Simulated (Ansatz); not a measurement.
Insertion of a divalent centre (a silylene, a carbene or their kin)

Start structure (CH8Si2, singlet), relaxed at PBE0-D4/def2-TZVP:

Si1  (-1.052, 0.547, 0.955)
Si2  (1.286, 1.019, 1.016)
H3  (-0.302, -0.458, -0.695)
C4  (-0.907, -1.343, -0.994)
H5  (-1.222, 1.558, -0.174)
H6  (1.366, 2.317, 1.755)
H7  (1.976, 1.204, -0.294)
H8  (2.072, 0.021, 1.795)
H9  (-0.740, -2.170, -0.309)
H10  (-1.967, -1.114, -1.073)
H11  (-0.510, -1.582, -1.983)
(Å)

The step: Si₂H₄ ([SiH][SiH3]) + CH₄ → CH₈Si₂ ([CH3][SiH2][SiH3]); bonds formed: Si1–H3, Si1–C4; bonds broken: H3–C4. Ansatz 0.2.0; basis: def2-TZVPP and def2-QZVPP; cores frozen in the correlated methods. Extrapolation: Hartree–Fock as exp(−7.88 √X), correlation as X^−2.97. Energies below are by CCSD(T) at an estimated basis limit (MP2 extrapolated from triple and quadruple zeta, plus CCSD(T) − MP2 in triple zeta).

Question: What are the electronic barrier and the energy of the step, from the start structure to the end structure? (Judge from chemistry; the value comes from the calculation.)

Answer: By the calculation: Barrier 83.7 kJ/mol; step energy -211.3 kJ/mol (downhill); reverse barrier, their difference, 295.0 kJ/mol. Barrier and step energy count from the start structure, the reverse barrier from the end structure.

The saddle point: One imaginary mode of 1093i cm⁻¹.
```json
{"pair": "Si1–H3", "start (Å)": "2.07", "saddle (Å)": "1.61", "end (Å)": "1.49"}
{"pair": "Si1–C4", "start (Å)": "2.72", "saddle (Å)": "2.09", "end (Å)": "1.88"}
{"pair": "H3–C4", "start (Å)": "1.11", "saddle (Å)": "1.52", "end (Å)": "2.77"}
```

Zero-point energy (harmonic, PBE0-D4): ZPE is 203.2 kJ/mol at the start and 198.2 kJ/mol at the saddle, so the barrier goes from 83.7 to 78.7 kJ/mol.

The T1 diagnostic stays at or below 0.014. The restricted Hartree–Fock reference is unstable towards an unrestricted one at one or more of these structures. The start structure is not quite a true minimum (one mode of 38i cm⁻¹).

Losses and insertions of silylenes and their heavier kin drive the gas-phase chemistry of silicon and germanium vapour deposition.

Labels in which every atom is bracketed show which atoms are joined, not bond orders.

For scale, one of the runs: CCSD(T)/def2-TZVPP, 227 basis functions, launched by `ansatz run in.yaml --threads 4 --pin off --events-out ev --progress --plain --max-ram 9574MiB`. The run took 29 s on 4 CPU threads of an Arm Neoverse V2 (shared host), with 3.5 GiB of host memory at its peak.
